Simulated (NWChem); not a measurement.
Molecule: butadiene (C₄H₆); SMILES C=CC=C

```xyz
10

C     -0.1182     1.8485     0.0000
C      0.3978     0.6108     0.0000
C     -0.3978    -0.6108     0.0000
C      0.1182    -1.8485     0.0000
H     -1.1930     2.0170     0.0000
H      0.5131     2.7320     0.0000
H      1.4805     0.4813     0.0000
H     -1.4805    -0.4813     0.0000
H     -0.5131    -2.7320     0.0000
H      1.1930    -2.0170     0.0000
```
Atoms are numbered in this order, from 1.

All runs: NWChem. Pople sets run with spherical d functions. STO-3G and 3-21G are far too small for this property and stand as cheap habits. Structure relaxed at the B3LYP/6-31G* (spherical d) level. Vertical excitations in the gas phase; the lowest state need not have the same character in each row.

```
level                 basis functions  lowest excitation, singlet (eV)  lowest state with f > 0.02, singlet (eV)  orbital gap (eV)
--------------------  ---------------  -------------------------------  ----------------------------------------  ----------------
PBE/3-21G, TDA                     48                             6.78                                      6.79              4.16
PBE/6-31G*, TDA                    68                             6.57                                      6.57              4.05
PBE/6-31+G*, TDA                   84                       (withheld)                                (withheld)              3.97
PBE/def2-SVP, TDA                  86                             6.47                                      6.47              4.02
PBE/def2-SVPD, TDA                128                             6.21                                      6.21              3.98
PBE/aug-cc-pVDZ, TDA              146                             5.57                                      5.86              3.95
```

### Question
What belongs in the gaps?

### Answer

- PBE/6-31+G*, TDA, lowest excitation, singlet (eV): 5.93
- PBE/6-31+G*, TDA, lowest state with f > 0.02, singlet (eV): 5.93
